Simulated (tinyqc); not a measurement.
Inside a calculation (part 1 of 2). Method: UKS/exchange-only LDA in the sto-6g basis, for OH+, spin multiplicity 3. Computed by tinyqc, a small Python program that keeps every step (integrals from PySCF). Settings: charge = 1, multiplicity = 3, basis = sto-6g, energy threshold = 1e-08, iteration cap = 69, orthogonalisation = symmetric, start = atomic densities, DIIS depth = 6, DIIS from iteration = 2, damping = 0.3, method = UKS, functional = Slater exchange alone, grid = [30, 26]. Command: `OMP_NUM_THREADS=1 python tinyqc.py 31313 31314 out.jsonl` (the two numbers bound the seeds that draw the settings). One thread of a shared host (Intel(R) Xeon(R) Processor @ 2.60GHz), about 1 s of CPU time with the checks. Later iterations appear only in the table of the cycle.

## One-electron integrals

Geometry (angstrom):
```
atom       x       y       z
O     0.0000  0.0000  0.0000
H     0.0000  0.0000  1.0170
```

Basis sto-6g: exponents (1/bohr^2) and contraction coefficients of normalised primitives:
```
element  l (shell)   exponent  coefficient
O            s (1)  1355.5842       0.0092
O            s (1)   248.5449       0.0494
O            s (1)    69.5339       0.1685
O            s (1)    23.8868       0.3706
O            s (1)     9.2759       0.4165
O            s (1)     3.8203       0.1303
O            s (2)    52.1878      -0.0133
O            s (2)    10.3293      -0.0470
O            s (2)     3.2103      -0.0338
O            s (2)     1.2351       0.2502
O            s (2)     0.5364       0.5951
O            s (2)     0.2459       0.2407
O            p (3)    52.1878       0.0038
O            p (3)    10.3293       0.0377
O            p (3)     3.2103       0.1739
O            p (3)     1.2351       0.4180
O            p (3)     0.5364       0.4259
O            p (3)     0.2459       0.1017
H            s (1)    35.5232       0.0092
H            s (1)     6.5131       0.0494
H            s (1)     1.8221       0.1685
H            s (1)     0.6260       0.3706
H            s (1)     0.2431       0.4165
H            s (1)     0.1001       0.1303
```

Overlap, kinetic and nuclear-attraction integrals over the contracted functions; the nuclear repulsion is the sum of Za Zb / Rab.

nuclear repulsion = 4.162653 hartree

overlap S:
```
         1O 1s   1O 2s  1O 2px  1O 2py  1O 2pz   2H 1s
1O 1s   1.0000  0.2311  0.0000  0.0000  0.0000  0.0483
1O 2s   0.2311  1.0000  0.0000  0.0000  0.0000  0.4385
1O 2px  0.0000  0.0000  1.0000  0.0000  0.0000  0.0000
1O 2py  0.0000  0.0000  0.0000  1.0000  0.0000  0.0000
1O 2pz  0.0000  0.0000  0.0000  0.0000  1.0000  0.3713
2H 1s   0.0483  0.4385  0.0000  0.0000  0.3713  1.0000
```

kinetic energy T (hartree):
```
          1O 1s    1O 2s  1O 2px  1O 2py  1O 2pz    2H 1s
1O 1s   29.3272  -0.8960  0.0000  0.0000  0.0000  -0.0043
1O 2s   -0.8960   0.8426  0.0000  0.0000  0.0000   0.1009
1O 2px   0.0000   0.0000  2.5313  0.0000  0.0000   0.0000
1O 2py   0.0000   0.0000  0.0000  2.5313  0.0000   0.0000
1O 2pz   0.0000   0.0000  0.0000  0.0000  2.5313   0.2384
2H 1s   -0.0043   0.1009  0.0000  0.0000  0.2384   0.7685
```

nuclear attraction V (hartree):
```
           1O 1s    1O 2s   1O 2px   1O 2py   1O 2pz    2H 1s
1O 1s   -61.7786  -6.2716   0.0000   0.0000  -0.0145  -1.5049
1O 2s    -6.2716  -9.5158   0.0000   0.0000  -0.1650  -3.2797
1O 2px    0.0000   0.0000  -9.4790   0.0000   0.0000   0.0000
1O 2py    0.0000   0.0000   0.0000  -9.4790   0.0000   0.0000
1O 2pz   -0.0145  -0.1650   0.0000   0.0000  -9.5883  -2.5170
2H 1s    -1.5049  -3.2797   0.0000   0.0000  -2.5170  -5.2824
```

core Hamiltonian H = T + V (hartree):
```
           1O 1s    1O 2s   1O 2px   1O 2py   1O 2pz    2H 1s
1O 1s   -32.4514  -7.1676   0.0000   0.0000  -0.0145  -1.5092
1O 2s    -7.1676  -8.6732   0.0000   0.0000  -0.1650  -3.1788
1O 2px    0.0000   0.0000  -6.9477   0.0000   0.0000   0.0000
1O 2py    0.0000   0.0000   0.0000  -6.9477   0.0000   0.0000
1O 2pz   -0.0145  -0.1650   0.0000   0.0000  -7.0570  -2.2786
2H 1s    -1.5092  -3.1788   0.0000   0.0000  -2.2786  -4.5138
```

## Two-electron integrals

Functions are numbered as in S; the eight-fold symmetry (ij|kl) = (ji|kl) = (kl|ij) leaves the list below.

Two-electron integrals (ij|kl) in chemists' order, unique and non-zero (hartree):
```
(11|11) 4.7875   (21|11) 0.6759   (21|21) 0.1215   (22|11) 1.1174
(22|21) 0.2492   (22|22) 0.8174   (31|31) 0.0258   (32|31) 0.0391
(32|32) 0.1807   (33|11) 1.1174   (33|21) 0.2492   (33|22) 0.8174
(33|33) 0.8807   (41|41) 0.0258   (42|41) 0.0391   (42|42) 0.1807
(43|43) 0.0475   (44|11) 1.1174   (44|21) 0.2492   (44|22) 0.8174
(44|33) 0.7857   (44|44) 0.8807   (51|51) 0.0258   (52|51) 0.0391
(52|52) 0.1807   (53|53) 0.0475   (54|54) 0.0475   (55|11) 1.1174
(55|21) 0.2492   (55|22) 0.8174   (55|33) 0.7857   (55|44) 0.7857
(55|55) 0.8807   (61|11) 0.1507   (61|21) 0.0260   (61|22) 0.0521
(61|33) 0.0520   (61|44) 0.0520   (61|51) 0.0013   (61|52) 0.0025
(61|55) 0.0523   (61|61) 0.0057   (62|11) 0.3639   (62|21) 0.0823
(62|22) 0.2985   (62|33) 0.2936   (62|44) 0.2936   (62|51) 0.0066
(62|52) 0.0484   (62|55) 0.3084   (62|61) 0.0177   (62|62) 0.1352
(63|31) 0.0092   (63|32) 0.0515   (63|53) 0.0100   (63|63) 0.0192
(64|41) 0.0092   (64|42) 0.0515   (64|54) 0.0100   (64|64) 0.0192
(65|11) 0.2616   (65|21) 0.0600   (65|22) 0.2321   (65|33) 0.2216
(65|44) 0.2216   (65|51) 0.0134   (65|52) 0.0872   (65|55) 0.2531
(65|61) 0.0135   (65|62) 0.1279   (65|65) 0.1388   (66|11) 0.5048
(66|21) 0.1163   (66|22) 0.4821   (66|33) 0.4628   (66|44) 0.4628
(66|51) 0.0122   (66|52) 0.1220   (66|55) 0.5207   (66|61) 0.0252
(66|62) 0.2758   (66|65) 0.2978   (66|66) 0.7750
```

## Orthogonalisation

S = U s U^T; symmetric (Loewdin) form X = U s^(-1/2) U^T, so that X^T S X = 1.

eigenvalues of S: 0.4100  0.8430  1.0000  1.0000  1.1286  1.6184

X:
```
          1O 1s    1O 2s  1O 2px  1O 2py   1O 2pz    2H 1s
1O 1s    1.0218  -0.1286  0.0000  0.0000  -0.0074   0.0208
1O 2s   -0.1286   1.1210  0.0000  0.0000   0.0832  -0.2861
1O 2px   0.0000   0.0000  1.0000  0.0000   0.0000   0.0000
1O 2py   0.0000   0.0000  0.0000  1.0000   0.0000   0.0000
1O 2pz  -0.0074   0.0832  0.0000  0.0000   1.0691  -0.2383
2H 1s    0.0208  -0.2861  0.0000  0.0000  -0.2383   1.1664
```

## Starting guess

The start is atomic minimal-basis densities projected into this basis (PySCF's MINAO start) and scaled to the electron count of each spin; this density is not idempotent, so its energy is not variational and may lie below the converged one.

D(alpha) at the start:
```
          1O 1s    1O 2s  1O 2px  1O 2py   1O 2pz    2H 1s
1O 1s    1.1906  -0.2709  0.0000  0.0000   0.0072  -0.0089
1O 2s   -0.2709   1.1759  0.0000  0.0000  -0.0413   0.0312
1O 2px   0.0000   0.0000  0.7277  0.0000   0.0000   0.0000
1O 2py   0.0000   0.0000  0.0000  0.7277   0.0000   0.0000
1O 2pz   0.0072  -0.0413  0.0000  0.0000   0.6698   0.0684
2H 1s   -0.0089   0.0312  0.0000  0.0000   0.0684   0.5562
```

D(beta) at the start:
```
          1O 1s    1O 2s  1O 2px  1O 2py   1O 2pz    2H 1s
1O 1s    0.7143  -0.1625  0.0000  0.0000   0.0043  -0.0053
1O 2s   -0.1625   0.7055  0.0000  0.0000  -0.0248   0.0187
1O 2px   0.0000   0.0000  0.4366  0.0000   0.0000   0.0000
1O 2py   0.0000   0.0000  0.0000  0.4366   0.0000   0.0000
1O 2pz   0.0043  -0.0248  0.0000  0.0000   0.4019   0.0411
2H 1s   -0.0053   0.0187  0.0000  0.0000   0.0411   0.3337
```

## Iteration 1: exchange-correlation on the grid

Becke grid with 30 radial and 26 angular points per atom, points of zero weight dropped. rho = sum D_ij phi_i phi_j; V_xc,ij = sum w v_xc phi_i phi_j; v_xc is d(rho eps)/d rho(s) for spin s.

The 12 grid points with the largest w rho, of 1539 (bohr, atomic units):
```
x              y        z       w  rho(alpha)  rho(beta)   eps_xc  v_xc(alpha)
0.9966    0.0000   0.0000  0.1189      0.2317     0.1390  -0.5380      -0.7621
0.0000    0.9966   0.0000  0.1189      0.2317     0.1390  -0.5380      -0.7621
0.0000   -0.9966   0.0000  0.1189      0.2317     0.1390  -0.5380      -0.7621
-0.9966   0.0000   0.0000  0.1189      0.2317     0.1390  -0.5380      -0.7621
0.0000    0.0000  -0.9966  0.1190      0.2264     0.1359  -0.5339      -0.7562
0.0000    1.2115   0.0000  0.2018      0.1310     0.0786  -0.4449      -0.6302
0.0000   -1.2115   0.0000  0.2018      0.1310     0.0786  -0.4449      -0.6302
1.2115    0.0000   0.0000  0.2018      0.1310     0.0786  -0.4449      -0.6302
-1.2115   0.0000   0.0000  0.2018      0.1310     0.0786  -0.4449      -0.6302
0.0000    0.0000  -1.2115  0.2020      0.1277     0.0766  -0.4410      -0.6247
0.0000    0.8102   0.0000  0.0680      0.3519     0.2112  -0.6184      -0.8760
0.0000   -0.8102   0.0000  0.0680      0.3519     0.2112  -0.6184      -0.8760
```

electrons on the grid, sum of w rho = 8.0142

E_xc = sum of w rho eps_xc = -6.778835 hartree

V_xc(alpha) (hartree):
```
          1O 1s    1O 2s   1O 2px   1O 2py   1O 2pz    2H 1s
1O 1s   -2.9339  -0.3655   0.0000   0.0000   0.0000  -0.0841
1O 2s   -0.3655  -0.7313   0.0000   0.0000  -0.0121  -0.2618
1O 2px   0.0000   0.0000  -0.7273   0.0000   0.0000   0.0000
1O 2py   0.0000   0.0000   0.0000  -0.7273   0.0000   0.0000
1O 2pz   0.0000  -0.0121   0.0000   0.0000  -0.7394  -0.2112
2H 1s   -0.0841  -0.2618   0.0000   0.0000  -0.2112  -0.4494
```

V_xc(beta) (hartree):
```
          1O 1s    1O 2s   1O 2px   1O 2py   1O 2pz    2H 1s
1O 1s   -2.4745  -0.3083   0.0000   0.0000   0.0000  -0.0709
1O 2s   -0.3083  -0.6168   0.0000   0.0000  -0.0102  -0.2208
1O 2px   0.0000   0.0000  -0.6134   0.0000   0.0000   0.0000
1O 2py   0.0000   0.0000   0.0000  -0.6134   0.0000   0.0000
1O 2pz   0.0000  -0.0102   0.0000   0.0000  -0.6236  -0.1781
2H 1s   -0.0709  -0.2208   0.0000   0.0000  -0.1781  -0.3790
```

## Iteration 1: building the Kohn-Sham matrix

J_ij = sum D_kl (ij|kl) with D = D(alpha) + D(beta); F = H + J + V_xc; E = tr D H + tr D J / 2 + E_xc + E_nn.

Coulomb J (hartree):
```
          1O 1s   1O 2s  1O 2px  1O 2py  1O 2pz   2H 1s
1O 1s   14.9743  2.6226  0.0000  0.0000  0.0098  0.5663
1O 2s    2.6226  6.7380  0.0000  0.0000  0.1094  2.4777
1O 2px   0.0000  0.0000  6.7210  0.0000  0.0000  0.0000
1O 2py   0.0000  0.0000  0.0000  6.7210  0.0000  0.0000
1O 2pz   0.0098  0.1094  0.0000  0.0000  6.7720  1.9669
2H 1s    0.5663  2.4777  0.0000  0.0000  1.9669  4.1696
```

F(alpha) (hartree):
```
           1O 1s    1O 2s   1O 2px   1O 2py   1O 2pz    2H 1s
1O 1s   -20.4111  -4.9105   0.0000   0.0000  -0.0047  -1.0269
1O 2s    -4.9105  -2.6665   0.0000   0.0000  -0.0678  -0.9629
1O 2px    0.0000   0.0000  -0.9540   0.0000   0.0000   0.0000
1O 2py    0.0000   0.0000   0.0000  -0.9540   0.0000   0.0000
1O 2pz   -0.0047  -0.0678   0.0000   0.0000  -1.0244  -0.5229
2H 1s    -1.0269  -0.9629   0.0000   0.0000  -0.5229  -0.7936
```

F(beta) (hartree):
```
           1O 1s    1O 2s   1O 2px   1O 2py   1O 2pz    2H 1s
1O 1s   -19.9517  -4.8533   0.0000   0.0000  -0.0047  -1.0138
1O 2s    -4.8533  -2.5520   0.0000   0.0000  -0.0659  -0.9220
1O 2px    0.0000   0.0000  -0.8402   0.0000   0.0000   0.0000
1O 2py    0.0000   0.0000   0.0000  -0.8402   0.0000   0.0000
1O 2pz   -0.0047  -0.0659   0.0000   0.0000  -0.9086  -0.4898
2H 1s    -1.0138  -0.9220   0.0000   0.0000  -0.4898  -0.7233
```

total energy of this density = -69.951934 hartree

This density is the starting one; it is not idempotent, so its energy is not variational and may lie below the converged one.

## Iteration 1: diagonalisation and new density

Diagonalise F' = X^T F X, C = X C', fill 5 alpha and 3 beta electrons from the bottom; D(s) = C_occ C_occ^T; the new density keeps 0.3 of the old one (damping). Each column has its largest component positive (the first on a tie).

F' = X^T F X (alpha) (hartree):
```
          1        2        3        4        5        6
1  -20.1041  -2.3905   0.0000   0.0000  -0.0157  -0.1718
2   -2.3905  -1.7904   0.0000   0.0000   0.0159  -0.3447
3    0.0000   0.0000  -0.9540   0.0000   0.0000   0.0000
4    0.0000   0.0000   0.0000  -0.9540   0.0000   0.0000
5   -0.0157   0.0159   0.0000   0.0000  -0.9403  -0.2756
6   -0.1718  -0.3447   0.0000   0.0000  -0.2756  -0.4321
```

orbital energies (alpha) (hartree): MO1 -20.4133, MO2 -1.5787, MO3 -1.0386, MO4 -0.9540, MO5 -0.9540, MO6 -0.2363

coefficients C (alpha):
```
            MO1      MO2      MO3      MO4     MO5      MO6
1O 1s    0.9972  -0.2435   0.0451   0.0000  0.0000   0.0731
1O 2s    0.0124   1.0000  -0.2310   0.0000  0.0000  -0.5554
1O 2px   0.0000   0.0000   0.0000  -0.3619  0.9322   0.0000
1O 2py   0.0000   0.0000   0.0000   0.9322  0.3619   0.0000
1O 2pz   0.0016   0.1155   0.9002   0.0000  0.0000  -0.6189
2H 1s   -0.0036   0.0407   0.2058   0.0000  0.0000   1.2064
```

F' = X^T F X (beta) (hartree):
```
          1        2        3        4        5        6
1  -19.6373  -2.4027   0.0000   0.0000  -0.0181  -0.1639
2   -2.4027  -1.6754   0.0000   0.0000   0.0210  -0.3452
3    0.0000   0.0000  -0.8402   0.0000   0.0000   0.0000
4    0.0000   0.0000   0.0000  -0.8402   0.0000   0.0000
5   -0.0181   0.0210   0.0000   0.0000  -0.8214  -0.2781
6   -0.1639  -0.3452   0.0000   0.0000  -0.2781  -0.3658
```

orbital energies (beta) (hartree): MO1 -19.9553, MO2 -1.4595, MO3 -0.9285, MO4 -0.8402, MO5 -0.8402, MO6 -0.1565

coefficients C (beta):
```
            MO1      MO2      MO3      MO4     MO5      MO6
1O 1s    0.9965  -0.2451   0.0484   0.0000  0.0000   0.0762
1O 2s    0.0159   0.9914  -0.2479   0.0000  0.0000  -0.5634
1O 2px   0.0000   0.0000   0.0000  -0.1937  0.9811   0.0000
1O 2py   0.0000   0.0000   0.0000   0.9811  0.1937   0.0000
1O 2pz   0.0020   0.1110   0.8855   0.0000  0.0000  -0.6405
2H 1s   -0.0046   0.0579   0.2326   0.0000  0.0000   1.2008
```

D(alpha) after iteration 1:
```
          1O 1s    1O 2s  1O 2px  1O 2py   1O 2pz    2H 1s
1O 1s    1.0962  -0.2503  0.0000  0.0000   0.0120  -0.0056
1O 2s   -0.2503   1.0903  0.0000  0.0000  -0.0771   0.0045
1O 2px   0.0000   0.0000  0.9183  0.0000   0.0000   0.0000
1O 2py   0.0000   0.0000  0.0000  0.9183   0.0000   0.0000
1O 2pz   0.0120  -0.0771  0.0000  0.0000   0.7775   0.1535
2H 1s   -0.0056   0.0045  0.0000  0.0000   0.1535   0.1977
```

D(beta) after iteration 1:
```
          1O 1s    1O 2s  1O 2px  1O 2py   1O 2pz    2H 1s
1O 1s    0.9530  -0.2162  0.0000  0.0000   0.0136  -0.0069
1O 2s   -0.2162   0.9429  0.0000  0.0000  -0.0841   0.0054
1O 2px   0.0000   0.0000  0.1310  0.0000   0.0000   0.0000
1O 2py   0.0000   0.0000  0.0000  0.1310   0.0000   0.0000
1O 2pz   0.0136  -0.0841  0.0000  0.0000   0.6781   0.1610
2H 1s   -0.0069   0.0054  0.0000  0.0000   0.1610   0.1403
```

Within a degenerate level the vectors are fixed only up to a rotation; this is one choice.

## Iteration 2: exchange-correlation on the grid

As before.

The 12 grid points with the largest w rho, of 1539 (bohr, atomic units):
```
x              y        z       w  rho(alpha)  rho(beta)   eps_xc  v_xc(alpha)
0.0000    0.0000  -0.9966  0.1190      0.2491     0.2202  -0.5745      -0.7807
0.0000    0.0000  -1.2115  0.2020      0.1404     0.1241  -0.4745      -0.6449
0.0000    0.0000  -0.8102  0.0680      0.3792     0.3352  -0.6608      -0.8980
0.0000    0.0000  -1.4577  0.3345      0.0672     0.0594  -0.3712      -0.5044
0.0000    0.9966   0.0000  0.1189      0.2633     0.0915  -0.5507      -0.7952
0.0000   -0.9966   0.0000  0.1189      0.2633     0.0915  -0.5507      -0.7952
0.9966    0.0000   0.0000  0.1189      0.2633     0.0915  -0.5507      -0.7952
-0.9966   0.0000   0.0000  0.1189      0.2633     0.0915  -0.5507      -0.7952
0.0000    0.0000   0.8102  0.0608      0.3702     0.3209  -0.6537      -0.8908
1.2115    0.0000   0.0000  0.2018      0.1485     0.0518  -0.4550      -0.6570
0.0000   -1.2115   0.0000  0.2018      0.1485     0.0518  -0.4550      -0.6570
0.0000    1.2115   0.0000  0.2018      0.1485     0.0518  -0.4550      -0.6570
```

electrons on the grid, sum of w rho = 8.0137

E_xc = sum of w rho eps_xc = -7.196906 hartree

V_xc(alpha) (hartree):
```
          1O 1s    1O 2s   1O 2px   1O 2py   1O 2pz    2H 1s
1O 1s   -2.8663  -0.3644   0.0000   0.0000   0.0005  -0.0835
1O 2s   -0.3644  -0.7519   0.0000   0.0000  -0.0043  -0.2575
1O 2px   0.0000   0.0000  -0.7515   0.0000   0.0000   0.0000
1O 2py   0.0000   0.0000   0.0000  -0.7515   0.0000   0.0000
1O 2pz   0.0005  -0.0043   0.0000   0.0000  -0.7529  -0.1977
2H 1s   -0.0835  -0.2575   0.0000   0.0000  -0.1977  -0.3842
```

V_xc(beta) (hartree):
```
          1O 1s    1O 2s   1O 2px   1O 2py   1O 2pz    2H 1s
1O 1s   -2.7068  -0.3257   0.0000   0.0000   0.0009  -0.0756
1O 2s   -0.3257  -0.6060   0.0000   0.0000  -0.0022  -0.2155
1O 2px   0.0000   0.0000  -0.5808   0.0000   0.0000   0.0000
1O 2py   0.0000   0.0000   0.0000  -0.5808   0.0000   0.0000
1O 2pz   0.0009  -0.0022   0.0000   0.0000  -0.6564  -0.1754
2H 1s   -0.0756  -0.2155   0.0000   0.0000  -0.1754  -0.3459
```

## Iteration 2: building the Kohn-Sham matrix

As before.

Coulomb J (hartree):
```
          1O 1s   1O 2s  1O 2px  1O 2py  1O 2pz   2H 1s
1O 1s   15.7621  2.7422  0.0000  0.0000  0.0013  0.5921
1O 2s    2.7422  6.9379  0.0000  0.0000  0.0407  2.5013
1O 2px   0.0000  0.0000  6.9118  0.0000  0.0000  0.0000
1O 2py   0.0000  0.0000  0.0000  6.9118  0.0000  0.0000
1O 2pz   0.0013  0.0407  0.0000  0.0000  6.9900  1.9482
2H 1s    0.5921  2.5013  0.0000  0.0000  1.9482  4.0508
```

F(alpha) (hartree):
```
           1O 1s    1O 2s   1O 2px   1O 2py   1O 2pz    2H 1s
1O 1s   -19.5556  -4.7898   0.0000   0.0000  -0.0127  -1.0005
1O 2s    -4.7898  -2.4872   0.0000   0.0000  -0.1286  -0.9350
1O 2px    0.0000   0.0000  -0.7873   0.0000   0.0000   0.0000
1O 2py    0.0000   0.0000   0.0000  -0.7873   0.0000   0.0000
1O 2pz   -0.0127  -0.1286   0.0000   0.0000  -0.8199  -0.5281
2H 1s    -1.0005  -0.9350   0.0000   0.0000  -0.5281  -0.8472
```

F(beta) (hartree):
```
           1O 1s    1O 2s   1O 2px   1O 2py   1O 2pz    2H 1s
1O 1s   -19.3962  -4.7511   0.0000   0.0000  -0.0124  -0.9926
1O 2s    -4.7511  -2.3413   0.0000   0.0000  -0.1265  -0.8930
1O 2px    0.0000   0.0000  -0.6167   0.0000   0.0000   0.0000
1O 2py    0.0000   0.0000   0.0000  -0.6167   0.0000   0.0000
1O 2pz   -0.0124  -0.1265   0.0000   0.0000  -0.7233  -0.5058
2H 1s    -0.9926  -0.8930   0.0000   0.0000  -0.5058  -0.8090
```

total energy of this density = -72.695030 hartree

This density is a damped mixture and is not idempotent, and it still holds part of the atomic start, so its energy may lie below the converged one.
